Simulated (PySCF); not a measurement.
diphosphorus (P₂), SMILES P#P. Atoms are numbered in the order given.

```xyz
2

P      0.0000     0.0000    -0.9442
P      0.0000     0.0000     0.9442
```

The structure is a stationary point at B3LYP-D3(BJ)/def2-TZVPD.

Calculation: B3LYP/pcJ-2 (PySCF).

Isotropic couplings with Fermi-contact, spin-dipole and both spin-orbit terms, one fixed conformer, no vibrational averaging. Isotopes: 31P.

Question: Estimate the spin–spin coupling constants. (Estimate from the structure and the level; the computed values follow.)

Answer: 
| pair | bonds apart | J (Hz) |
|---|---|---|
| P1–P2 | 1 | -388.9 |
